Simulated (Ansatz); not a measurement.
Geometry optimisation, RKS B3LYP-D4/6-31G* (Ansatz).

Input file:

```yaml
crystal:
  periodic: [false, false, false]
  atoms:
    - { symbol: Si, position_ang: [-0.51344, 0.197585, -0.265287] }
    - { symbol: C, position_ang: [0.127724, -0.203919, 2.730665] }
    - { symbol: H, position_ang: [0.078761, -0.597012, 3.751118] }
    - { symbol: H, position_ang: [0.81789, -0.813868, 2.147099] }
    - { symbol: H, position_ang: [0.480339, 0.828781, 2.7621] }
    - { symbol: H, position_ang: [0.502035, 1.087925, 0.344824] }
    - { symbol: H, position_ang: [-0.511543, 0.490592, -1.730659] }
    - { symbol: H, position_ang: [-0.115724, -1.225538, -0.111539] }
    - { symbol: Si, position_ang: [-2.617827, 0.592062, 0.450629] }
    - { symbol: H, position_ang: [-3.583838, 0.076625, -0.561028] }
    - { symbol: H, position_ang: [-2.964701, -0.03414, 1.75368] }
    - { symbol: H, position_ang: [-2.840689, 2.06026, 0.583275] }
    - { symbol: H, position_ang: [-0.883987, -0.238452, 2.300124] }
basis:
  gaussian: { orbitals: "6-31G*" }
hamiltonian:
  xc: b3lyp
  dispersion: d4
relax:
  f_tol: 0.03
  max_steps: 50
```

Run as:

```bash
$ ansatz run input.yaml --threads 1 --pin off --max-ram 2048MiB --backend cpu --events-out ev --progress --plain --runs-dir out
```

Task: Where does it end, and by what steps?

Result: The forces met the threshold. The force dipped under the threshold on the way, but the program's further checks kept it going. After 11 steps the energy has fallen by 0.274 eV; H13 moved furthest, 0.71 Å.

```
step  energy less start (eV)  largest force component (eV/Å)  accepted
   0                  0.0000                           1.209       yes
   1                 -0.2066                           0.199       yes
   2                 -0.2575                           0.077       yes
   3                 -0.2555                           0.241        no
   4                 -0.2657                           0.027       yes
   5                 -0.2694                           0.124       yes
   6                 -0.2678                           0.152        no
   7                 -0.2715                           0.021       yes
   8                 -0.2730                           0.024       yes
   9                 -0.2734                           0.035       yes
  10                 -0.2736                           0.035       yes
  11                 -0.2738                           0.020       yes
```

```xyz
13
Properties=species:S:1:pos:R:3
Si -0.598 0.266 -0.614
C 0.281 -0.315 3.152
H 0.510 -0.633 4.173
H 0.919 -0.857 2.449
H 0.463 0.759 3.054
H 0.423 1.036 0.145
H -0.520 0.671 -2.046
H -0.268 -1.182 -0.521
Si -2.752 0.681 0.220
H -3.778 0.013 -0.629
H -2.897 0.168 1.609
H -3.038 2.142 0.232
H -0.769 -0.528 2.933
```

Whether the end is a true minimum wasn't checked by a vibrational analysis.

The run took 45 s on 1 thread of Arm Neoverse V1 (shared host), peak memory 0.15 GiB.
